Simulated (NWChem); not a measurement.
The numbers come from NWChem runs, not from measurements. System: allene (C$_{3}$H$_{4}$), charge 0, spin multiplicity 1, at a geometry optimised with PBE0/def2-SVP. Level: G0W0@PBE/def2-TZVP, RI basis def2-tzvp-rifit.

Output (cleaned and shortened):

```
             Northwest Computational Chemistry Package (NWChem) 7.3.0
             --------------------------------------------------------

                                NWChem Input Module
                                -------------------

 Scaling coordinates for geometry "geometry" by  1.889725989
 (inverse scale =  0.529177249)

 Turning off AUTOSYM since
 SYMMETRY directive was detected!

                             Geometry "geometry" -> ""
                             -------------------------

 Output coordinates in angstroms (scale by  1.889725989 to convert to a.u.)

  No.       Tag          Charge          X              Y              Z
 ---- ---------------- ---------- -------------- -------------- --------------
    1 C                    6.0000     0.00000000     0.00000000     1.30776200
    2 C                    6.0000     0.00000000     0.00000000     0.00000000
    3 C                    6.0000     0.00000000     0.00000000    -1.30776200
    4 H                    1.0000     0.00000000    -0.93675100     1.87488000
    5 H                    1.0000     0.00000000     0.93675100     1.87488000
    6 H                    1.0000     0.93675100     0.00000000    -1.87488000
    7 H                    1.0000    -0.93675100     0.00000000    -1.87488000

 Effective nuclear repulsion energy (a.u.)      59.0007399211

            Nuclear Dipole moment (a.u.)
            ----------------------------
        X                 Y               Z
 ---------------- ---------------- ----------------
     0.0000000000     0.0000000000     0.0000000000

      Symmetry information
      --------------------

 Group name             C2v
 Group number             16
 Group order               4
 No. of unique centers     5

      Symmetry unique atoms

     1    2    3    4    6


 Summary of "ao basis" -> "" (spherical)
 ------------------------------------------------------------------------------
       Tag                 Description            Shells   Functions and Types
 ---------------- ------------------------------  ------  ---------------------
 *                         def2-tzvp                  on all atoms

 new library libraries.bse/

 Summary of "ri basis" -> "" (spherical)
 ------------------------------------------------------------------------------
       Tag                 Description            Shells   Functions and Types
 ---------------- ------------------------------  ------  ---------------------
[...]
  ----- ------------  ---------------      ----- ------------  ---------------
    35      1.553752  2 C  s                  5     -1.393744  1 C  s
    67     -1.393504  3 C  s                  4     -1.304534  1 C  s
    66     -1.304511  3 C  s                 96      1.066031  4 H  s
   102      1.066031  5 H  s                108      1.066028  6 H  s
   114      1.066028  7 H  s                 36      0.943819  2 C  s

 center of mass
 --------------
 x =   0.00000000 y =   0.00000000 z =   0.00000000

 moments of inertia (a.u.)
 ------------------
         203.498019678243           0.000000000000           0.000000000000
           0.000000000000         203.498019678243           0.000000000000
           0.000000000000           0.000000000000          12.632552763193

     Multipole analysis of the density
     ---------------------------------

     L   x y z        total         alpha         beta         nuclear
     -   - - -        -----         -----         ----         -------
     0   0 0 0     -0.000000    -11.000000    -11.000000     22.000000

     1   1 0 0      0.000000      0.000000      0.000000      0.000000
     1   0 1 0     -0.000000     -0.000000     -0.000000      0.000000
     1   0 0 1     -0.000000     -0.000000     -0.000000      0.000000

     2   2 0 0    -14.494434    -10.380834    -10.380834      6.267235
     2   1 1 0      0.000000      0.000000      0.000000      0.000000
     2   1 0 1     -0.000000     -0.000000     -0.000000      0.000000
     2   0 2 0    -14.494434    -10.380835    -10.380835      6.267235
     2   0 1 1     -0.000000     -0.000000     -0.000000      0.000000
     2   0 0 2    -11.715737    -67.607994    -67.607994    123.500251

 Task  times  cpu:        9.8s     wall:        9.8s

                                NWChem Input Module
                                -------------------

                                 NWChem GW Module
                                 ----------------

                             ***********************
                             ***        GW       ***
                             ***********************

 Summary of "ri basis" -> "ri basis" (spherical)
 ------------------------------------------------------------------------------
       Tag                 Description            Shells   Functions and Types
 ---------------- ------------------------------  ------  ---------------------
 C                      def2-tzvp-rifit             22       76   8s6p4d3f1g
 H                      def2-tzvp-rifit              7       15   4s2p1d

                 Memory Information
                 ------------------
          Available GA per process is          1699.9 MBs
          Available stack per process is        700.0 MBs
          Available heap per process is           0.0 MBs

          Peak memory in Initialization
              Peak GA per process is                  4.1 MBs
              Peak stack per process is               0.2 MBs
              Peak heap per process is                4.3 MBs
              Memory not in MA per process            0.0 MBs

          Peak memory in AFF Calculation
              Peak GA per process is                 16.2 MBs
              Peak stack per process is              10.4 MBs
              Peak heap per process is                0.0 MBs
              Memory not in MA per process           10.4 MBs

          Computing 2-center integrals
          Computing Inverse Cholesky factor
          Computing 3-center integrals
          Computing V_xc ...

          Computing Sigma_x
          Computing RPA polarizability
          Solving quasiparticle equations

                  Alpha Orbitals
          State     Energy (eV)     Error (eV)
          -----------------------------------
@GW         8        -13.943           0.003
@GW         9        -13.943           0.003
@GW        10         -9.690           0.002
@GW        11         -9.690           0.002
@GW        12          2.284           0.002
@GW        13          2.284           0.002

   Applying  -3.1535 eV scissor-shift to rest of particle states

   Applying   3.0510 eV scissor-shift to rest of hole states

     GW Timing Statistics
   ------------------------
   Init.   :          0.1s
     ERIs  :          1.3s
     Distr.:          0.0s
     Vxc   :          0.3s
   Sigma_x :          0.0s
   RPA     :          0.6s
   Wmn     :          0.0s
   Sigma_c :          0.0s
   GW total:          2.3s

 Task  times  cpu:        2.3s     wall:        2.3s

 Total times  cpu:       12.1s     wall:       12.1s
```

Question: Write an NWChem input that would produce this output.

Answer: Several could match; the one computed here: 
```
start mol
memory heap 200 mb stack 700 mb global 1700 mb
geometry units angstroms nocenter noautoz
  C      0.000000     0.000000     1.307762
  C      0.000000     0.000000    -0.000000
  C      0.000000     0.000000    -1.307762
  H      0.000000    -0.936751     1.874880
  H      0.000000     0.936751     1.874880
  H      0.936751     0.000000    -1.874880
  H     -0.936751     0.000000    -1.874880
  symmetry group C2v
end
basis spherical
  * library def2-tzvp
end
basis "ri basis" bse spherical
  * library def2-tzvp-rifit
end
dft
  xc xpbe96 cpbe96
  iterations 100
  direct
  tolerances tight
end
task dft energy
gw
  states alpha occ 4 vir 2
end
task dft gw
```
